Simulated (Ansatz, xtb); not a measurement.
Molecule: C₂HF₃N (charge +1, singlet). It need not be the lowest isomer of its formula. 
Coordinates optimised at B3LYP-D3(BJ)/def2-TZVP (Ansatz, a quantum-chemistry and plane-wave program):
SMILES: [NH+]#CC(F)(F)F
```xyz
7

C     -0.0016    -0.0002    -0.4600
C      0.0038     0.0005     1.0998
F     -0.0219     1.2533    -0.8417
F      1.0923    -0.6108    -0.8447
F     -1.0791    -0.6437    -0.8372
N      0.0077     0.0010     2.2322
H      0.0112     0.0015     3.2478
```
Charge +1, spin multiplicity 1.

Harmonic wavenumbers from GFN2-xTB (xtb, at its own minimum), cm⁻¹: 103, 103, 412, 412, 443, 562, 562, 640, 640, 733, 970, 1131, 1132, 2352, 3263.

Give the harmonic wavenumbers at B3LYP-D3(BJ)/def2-TZVP (Ansatz, finite differences of forces, unscaled).

170, 170, 450, 463, 463, 618, 618, 667, 667, 797, 1083, 1280, 1280, 2389, 3602 cm⁻¹. Zero-point energy 21.0 kcal/mol.

From these and the geometry, give the ideal-gas thermochemistry at 298.15 K and 1 atm (rigid rotor, harmonic oscillator).

Point group C3v, rotational symmetry number 3. Rotational constants 5.64, 2.772, 2.772 GHz. S(trans) 39.60, S(rot) 24.23, S(vib) 9.06, S(elec, spin only) 0.00, S 72.9 cal/(mol K). H(298) - H(0) 4.05 kcal/mol; G - E(el) 3.4 kcal/mol.
